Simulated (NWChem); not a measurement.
# C4H8O (2-butanone): levels of theory compared

We compute a comparison of 4 runs (M06-2X/6-31G*, B2PLYP/6-31G*, CAM-B3LYP/6-31G*, wB97X/6-31G*) of C4H8O (2-butanone). 

Program for the calculation: NWChem 7.3.0.

## (1) The molecule

The species is C4H8O (13 atoms), meant as a singlet with charge 0. As SMILES, `CCC(C)=O`. The C1–C2 distance was set to 1.985 Å, away from the relaxed value.

Bond lengths: C2–C3 1.512 Å, C3–C4 1.505 Å, C3–O5 1.206 Å, C1–H6 1.091 Å, C1–H7 1.092 Å, C1–H8 1.093 Å, C2–H9 1.094 Å, C2–H10 1.092 Å, C4–H11 1.093 Å, C4–H12 1.095 Å, C4–H13 1.088 Å. Some angles: C2–C3–C4 116.7°, C2–C3–O5 121.3°, C4–C3–O5 121.9°, C3–C2–H9 110.1°, C3–C2–H10 107.8°, C3–C4–H11 111.0°, C3–C4–H12 108.9°, C3–C4–H13 110.4°, H9–C2–H10 108.7°, H11–C4–H12 106.7°. A long bond or contact: C1–C2 1.985 Å.

## (2) The energy at M06-2X/6-31G(d) (spherical functions) (run 1)

File geom.xyz:

```xyz
13
C4H8O
C     -1.520461     1.207196    -0.689447
C      0.104000     0.866600     0.400200
C      0.917600    -0.253800    -0.206600
C      0.580900    -1.652300     0.236700
O      1.778900    -0.032900    -1.021800
H     -2.104661     2.024896    -0.263647
H     -1.246061     1.480096    -1.710147
H     -2.166661     0.327096    -0.736147
H     -0.181700     0.612400     1.425300
H      0.731300     1.759600     0.423400
H     -0.499800    -1.816400     0.230900
H      0.914800    -1.787200     1.270500
H      1.077500    -2.382200    -0.399800
```

File run.py:

```python
from ase.io import read
from ase.calculators.nwchem import NWChem

atoms = read('geom.xyz')

calc = NWChem(
    label='geom',
    theory='dft',
    memory='2200 mb',
    basis='6-31G*',
    basispar='spherical bse',
    dft={'xc': 'm06-2x', 'mult': '1', 'grid': 'xfine', 'convergence': 'energy 1e-08', 'iterations': '100', 'mulliken': None, 'print': 'low'},
    task='energy',
)
atoms.calc = calc

e = atoms.get_potential_energy()
print(f"E = {e:.6f} eV")
```

On the command line:

```
$ export ASE_NWCHEM_COMMAND="nwchem PREFIX.nwi > PREFIX.nwo"
$ python run.py
```

Log:

```text
E = -6320.995584 eV
```

The calculator wrote geom.nwi:

```
title "geom"

permanent_dir geom

scratch_dir geom

start geom

geometry units angstrom nocenter noautosym noautoz
  C  -1.5204610000000001e+00 1.2071959999999999e+00 -6.8944700000000003e-01
  C  1.0400000000000000e-01 8.6660000000000004e-01 4.0020000000000000e-01
  C  9.1759999999999997e-01 -2.5380000000000003e-01 -2.0660000000000001e-01
  C  5.8089999999999997e-01 -1.6523000000000001e+00 2.3669999999999999e-01
  O  1.7788999999999999e+00 -3.2899999999999999e-02 -1.0218000000000000e+00
  H  -2.1046610000000001e+00 2.0248960000000000e+00 -2.6364700000000002e-01
  H  -1.2460610000000001e+00 1.4800960000000001e+00 -1.7101470000000001e+00
  H  -2.1666609999999999e+00 3.2709600000000000e-01 -7.3614700000000000e-01
  H  -1.8170000000000000e-01 6.1240000000000006e-01 1.4253000000000000e+00
  H  7.3129999999999995e-01 1.7596000000000001e+00 4.2340000000000000e-01
  H  -4.9980000000000002e-01 -1.8164000000000000e+00 2.3089999999999999e-01
  H  9.1479999999999995e-01 -1.7871999999999999e+00 1.2705000000000000e+00
  H  1.0774999999999999e+00 -2.3822000000000001e+00 -3.9979999999999999e-01
end

memory 2200 mb

basis spherical bse noprint
   * library 6-31G*
end

dft
  xc m06-2x
  mult 1
  grid xfine
  convergence energy 1e-08
  iterations 100
  mulliken
  print low
end

task dft energy
```

geom.nwo:

```text
Northwest Computational Chemistry Package (NWChem) 7.3.0
             --------------------------------------------------------

           Job information
           ---------------

    nwchem branch   = 7.3.0
    use scalapack   = T
    input           = geom.nwi
    prefix          = geom.
    data base       = geom/geom.db
    status          = startup
    nproc           =        1

           Memory information
           ------------------

    heap     =     72089598 doubles =      550.0 Mbytes
    stack    =     72089595 doubles =      550.0 Mbytes
    global   =    144179200 doubles =     1100.0 Mbytes (distinct from heap & stack)
    total    =    288358393 doubles =     2200.0 Mbytes
    verify   = yes
    hardfail = no

[... 37 lines left out ...]
            Nuclear Dipole moment (a.u.)
[... 78 lines left out ...]
   convergence    iter        energy       DeltaE   RMS-Dens  Diis-err    time
[... 13 lines left out ...]
         Total DFT energy =     -232.292305075934
      One electron energy =     -648.792600097201
           Coulomb energy =      280.300206542502
    Exchange-Corr. energy =      -33.055147931053
 Nuclear repulsion energy =      169.255236409818
[... 9 lines left out ...]
    Atom       Charge   Shell Charges
 -----------   ------   -------------------------------------------------------
    1 C    6     6.51   2.00  0.66  1.98  0.72  1.13  0.03
    2 C    6     6.38   2.00  0.66  1.99  0.68  1.03  0.03
    3 C    6     5.59   2.00  0.70  1.92  0.39  0.49  0.09
[... 9 lines of this table left out ...]
   13 H    1     0.80   0.52  0.28

     -------------------------------------------
      Total Density - Lowdin Population Analysis
     -------------------------------------------

    Atom       Charge   Shell Charges
 -----------   ------   -------------------------------------------------------
    1 C    6     6.37   1.99  0.57  1.79  0.49  1.49  0.04
    2 C    6     6.27   1.99  0.56  1.80  0.46  1.39  0.06
    3 C    6     5.89   1.98  0.52  1.72  0.38  1.06  0.22
[... 9 lines of this table left out ...]
   13 H    1     0.85   0.49  0.36

 Task  times  cpu:       77.4s     wall:       77.4s
 Total times  cpu:       77.4s     wall:       77.4s
```

Run time: 79 s. Hardware: 1 thread of AMD EPYC 7R13 (Zen 3), shared host; peak memory 0.15 GiB.

## (3) A single-point energy at B2PLYP/6-31G(d) (spherical functions) (run 2)

File sp.nw:

```
echo
start sp
memory total 2200 mb
charge 0
geometry units angstroms noautosym nocenter noautoz
  C    -1.520461    1.207196   -0.689447
  C     0.104000    0.866600    0.400200
  C     0.917600   -0.253800   -0.206600
  C     0.580900   -1.652300    0.236700
  O     1.778900   -0.032900   -1.021800
  H    -2.104661    2.024896   -0.263647
  H    -1.246061    1.480096   -1.710147
  H    -2.166661    0.327096   -0.736147
  H    -0.181700    0.612400    1.425300
  H     0.731300    1.759600    0.423400
  H    -0.499800   -1.816400    0.230900
  H     0.914800   -1.787200    1.270500
  H     1.077500   -2.382200   -0.399800
end
basis "ao basis" spherical bse
  C library 6-31G*
  O library 6-31G*
  H library 6-31G*
end
dft
  xc hfexch 0.53 becke88 0.47 lyp 0.73 mp2 0.27
  dftmp2 semidirect
  grid xfine
  convergence energy 1e-08
  maxiter 100
  mulliken
  print medium
end
mp2
  freeze core 5
end
task dft energy
```

On the command line:

```
$ nwchem sp.nw > sp.out
```

Log:

```text
[...]
          Wavefunction type:  closed shell.
          No. of atoms     :    13
          No. of electrons :    40
[...]
          Charge           :     0
          Spin multiplicity:     1
[...]
          AO basis - number of functions:    86
[...]
              XC Information
              --------------
                     Hartree-Fock (Exact) Exchange  0.530
                    Becke 1988 Exchange Functional  0.470
              Lee-Yang-Parr Correlation Functional  0.730
[...]
 d= 0,ls=0.0,diis     1   -231.7945622878 -4.01D+02  1.52D-02  8.76D-01     6.8
[...]
 d= 0,ls=0.0,diis    10   -231.9098844230 -9.91D-09  2.16D-06  2.04D-08    74.5
         Total DFT energy =     -231.909884422987
      One electron energy =     -648.763689991706
           Coulomb energy =      280.293274903953
    Exchange-Corr. energy =      -32.694705745051
 Nuclear repulsion energy =      169.255236409818
[...]
      Total Density - Mulliken Population Analysis
     ---------------------------------------------
    Atom       Charge   Shell Charges
 -----------   ------   -------------------------------------------------------
    1 C    6     6.49   2.00  0.66  1.97  0.72  1.11  0.03
    2 C    6     6.38   2.00  0.66  1.98  0.69  1.01  0.03
    3 C    6     5.53   2.00  0.70  1.91  0.38  0.44  0.10
    4 C    6     6.56   2.00  0.66  2.13  0.66  1.07  0.04
    5 O    8     8.46   2.00  0.92  2.86  0.95  1.71  0.03
    6 H    1     0.83   0.52  0.30
    7 H    1     0.81   0.52  0.29
    8 H    1     0.83   0.52  0.31
    9 H    1     0.84   0.53  0.32
   10 H    1     0.82   0.52  0.29
[...]
  Basis functions       =     86
[...]
```

Wall time 78 s (1 thread of AMD EPYC 7R13 (Zen 3), shared host); peak memory 0.26 GiB.

## (4) The energy at CAM-B3LYP/6-31G(d) (spherical functions) (run 3)

File struct.nw:

```
start struct
memory total 2200 mb
geometry noautosym nocenter noautoz
C       -1.520461       1.207196      -0.689447
C        0.104000       0.866600       0.400200
C        0.917600      -0.253800      -0.206600
C        0.580900      -1.652300       0.236700
O        1.778900      -0.032900      -1.021800
H       -2.104661       2.024896      -0.263647
H       -1.246061       1.480096      -1.710147
H       -2.166661       0.327096      -0.736147
H       -0.181700       0.612400       1.425300
H        0.731300       1.759600       0.423400
H       -0.499800      -1.816400       0.230900
H        0.914800      -1.787200       1.270500
H        1.077500      -2.382200      -0.399800
end
basis spherical bse
* library 6-31G*
end
dft
xc xcamb88 1.00 lyp 0.81 vwn_5 0.19 hfexch 1.00
cam 0.33 cam_alpha 0.19 cam_beta 0.46
grid xfine
convergence energy 1e-08
direct
iterations 100
mulliken
end
task dft
```

On the command line:

```
$ nwchem struct.nw > struct.out
```

Log:

```text
[...]
          Wavefunction type:  closed shell.
          No. of atoms     :    13
          No. of electrons :    40
[...]
          Charge           :     0
          Spin multiplicity:     1
[...]
          AO basis - number of functions:    86
[...]
              XC Information
              --------------
                     Hartree-Fock (Exact) Exchange  1.000
                   CAM-Becke88 Exchange Functional  1.000
                      VWN V Correlation Functional  0.190 local
              Lee-Yang-Parr Correlation Functional  0.810
[...]
 d= 0,ls=0.0,diis     1   -232.1583368553 -4.01D+02  1.77D-02  1.01D+00     9.3
[...]
 d= 0,ls=0.0,diis    10   -232.2837009160 -8.67D-09  2.29D-06  1.65D-08    90.9
         Total DFT energy =     -232.283700916039
      One electron energy =     -648.978902326147
           Coulomb energy =      280.500062778846
    Exchange-Corr. energy =      -33.060097778556
 Nuclear repulsion energy =      169.255236409818
[...]
      Total Density - Mulliken Population Analysis
     ---------------------------------------------
    Atom       Charge   Shell Charges
 -----------   ------   -------------------------------------------------------
    1 C    6     6.46   2.00  0.66  2.01  0.70  1.08  0.03
    2 C    6     6.34   2.00  0.66  2.02  0.66  0.98  0.03
    3 C    6     5.60   2.00  0.70  1.95  0.39  0.47  0.09
    4 C    6     6.53   2.00  0.66  2.16  0.63  1.04  0.03
    5 O    8     8.39   2.00  0.92  2.87  0.92  1.65  0.03
    6 H    1     0.84   0.52  0.32
    7 H    1     0.82   0.52  0.31
    8 H    1     0.84   0.52  0.32
    9 H    1     0.86   0.52  0.34
   10 H    1     0.83   0.52  0.31
[...]
```

Wall time 92 s (1 thread of AMD EPYC 7R13 (Zen 3), shared host); peak memory 0.15 GiB.

## (5) The energy at wB97X/6-31G(d) (spherical functions) (run 4)

File run.py:

```python
from ase import Atoms
from ase.calculators.nwchem import NWChem

system = Atoms(['C', 'C', 'C', 'C', 'O', 'H', 'H', 'H', 'H', 'H', 'H', 'H', 'H'], positions=[
    [-1.520461, 1.207196, -0.689447],
    [0.104000, 0.866600, 0.400200],
    [0.917600, -0.253800, -0.206600],
    [0.580900, -1.652300, 0.236700],
    [1.778900, -0.032900, -1.021800],
    [-2.104661, 2.024896, -0.263647],
    [-1.246061, 1.480096, -1.710147],
    [-2.166661, 0.327096, -0.736147],
    [-0.181700, 0.612400, 1.425300],
    [0.731300, 1.759600, 0.423400],
    [-0.499800, -1.816400, 0.230900],
    [0.914800, -1.787200, 1.270500],
    [1.077500, -2.382200, -0.399800],
])

calc = NWChem(
    label='c4h8o',
    theory='dft',
    memory='2200 mb',
    basis='6-31G*',
    basispar='spherical bse',
    dft={'xc': 'wb97x', 'mult': '1', 'grid': 'xfine', 'convergence': 'energy 1e-08', 'iterations': '100', 'mulliken': None},
    task='energy',
)
system.calc = calc

print(f"energy = {system.get_potential_energy():.6f} eV")
print("dipole (e A):", system.get_dipole_moment().round(4))
```

On the command line:

```
$ export ASE_NWCHEM_COMMAND="nwchem PREFIX.nwi > PREFIX.nwo"
$ python run.py
```

Log:

```text
energy = -6322.469455 eV
dipole (e A): [-0.4847 -0.0664  0.3476]
```

The calculator wrote c4h8o.nwi:

```
title "c4h8o"

permanent_dir c4h8o

scratch_dir c4h8o

start c4h8o

geometry units angstrom nocenter noautosym noautoz
  C  -1.5204610000000001e+00 1.2071959999999999e+00 -6.8944700000000003e-01
  C  1.0400000000000000e-01 8.6660000000000004e-01 4.0020000000000000e-01
  C  9.1759999999999997e-01 -2.5380000000000003e-01 -2.0660000000000001e-01
  C  5.8089999999999997e-01 -1.6523000000000001e+00 2.3669999999999999e-01
  O  1.7788999999999999e+00 -3.2899999999999999e-02 -1.0218000000000000e+00
  H  -2.1046610000000001e+00 2.0248960000000000e+00 -2.6364700000000002e-01
  H  -1.2460610000000001e+00 1.4800960000000001e+00 -1.7101470000000001e+00
  H  -2.1666609999999999e+00 3.2709600000000000e-01 -7.3614700000000000e-01
  H  -1.8170000000000000e-01 6.1240000000000006e-01 1.4253000000000000e+00
  H  7.3129999999999995e-01 1.7596000000000001e+00 4.2340000000000000e-01
  H  -4.9980000000000002e-01 -1.8164000000000000e+00 2.3089999999999999e-01
  H  9.1479999999999995e-01 -1.7871999999999999e+00 1.2705000000000000e+00
  H  1.0774999999999999e+00 -2.3822000000000001e+00 -3.9979999999999999e-01
end

memory 2200 mb

basis spherical bse noprint
   * library 6-31G*
end

dft
  xc wb97x
  mult 1
  grid xfine
  convergence energy 1e-08
  iterations 100
  mulliken
end

task dft energy
```

c4h8o.nwo:

```text
Northwest Computational Chemistry Package (NWChem) 7.3.0
             --------------------------------------------------------

           Job information
           ---------------

    nwchem branch   = 7.3.0
    use scalapack   = T
    input           = c4h8o.nwi
    prefix          = c4h8o.
    data base       = c4h8o/c4h8o.db
    status          = startup
    nproc           =        1

           Memory information
           ------------------

    heap     =     72089598 doubles =      550.0 Mbytes
    stack    =     72089595 doubles =      550.0 Mbytes
    global   =    144179200 doubles =     1100.0 Mbytes (distinct from heap & stack)
    total    =    288358393 doubles =     2200.0 Mbytes
    verify   = yes
    hardfail = no

[... 107 lines left out ...]
  convergence criterion.
[... 19 lines left out ...]
          Convergence on density requested:  1.00D-05
[... 30 lines left out ...]
          Convergence Information
[... 61 lines left out ...]
   convergence    iter        energy       DeltaE   RMS-Dens  Diis-err    time
[... 18 lines left out ...]
           Coulomb energy =      280.404821342920
[... 7 lines left out ...]
                       DFT Final Molecular Orbital Analysis
[... 629 lines left out ...]
 center of mass
 --------------
 x =   0.68016060 y =   0.04474330 z =  -0.50381645

 moments of inertia (a.u.)
 ------------------
         393.683299831007         163.590851191523          16.851683187610
         163.590851191523         446.115704808579          44.101298834441
          16.851683187610          44.101298834441         639.662966959811

     Multipole analysis of the density
     ---------------------------------

     L   x y z        total         alpha         beta         nuclear
     -   - - -        -----         -----         ----         -------
     0   0 0 0      0.000000    -20.000000    -20.000000     40.000000

     1   1 0 0     -0.916034    -11.085979    -11.085979     21.255923
[... 8 lines of this table left out ...]
     2   0 0 2    -24.011581    -48.309133    -48.309133     72.606685

 Task  times  cpu:      136.0s     wall:      136.0s
 Total times  cpu:      136.1s     wall:      136.1s
```

Run time: 2.3 min. Hardware: 1 thread of AMD EPYC 7R13 (Zen 3), shared host; peak memory 0.15 GiB.

## (6) The series

```csv
run,level,frozen core orbitals,energy (Eh),wall time
1,M06-2X/6-31G* (spherical functions),–,-232.292305,79 s
2,B2PLYP/6-31G* (spherical functions),5,-232.139180,78 s
3,CAM-B3LYP/6-31G* (spherical functions),–,-232.283701,92 s
4,wB97X/6-31G* (spherical functions),–,-232.346469,2.3 min
```

## (7) Summary of results

| quantity | value |
| --- | --- |
| run 4: total energy | -232.34647 Eh |
| run 4: dipole moment | 2.88 D |
| run 4: HOMO energy | -9.26 eV |
| run 4: LUMO energy | 1.83 eV |
| run 4: HOMO–LUMO gap | 11.08 eV |

**Reading.** Over runs 2, 3, 4 the dipole moment (its size) runs from 2.88 D (CAM-B3LYP/6-31G*) to 3.02 D (B2PLYP/6-31G*). A double hybrid's value is that of its SCF part. Over runs 2, 3, 4 the HOMO–LUMO gap runs from 9.00 eV (CAM-B3LYP/6-31G*) to 11.08 eV (wB97X/6-31G*). Totals of different functionals can't be ranked against each other. All runs together took 6.5 min, the longest 2.3 min.
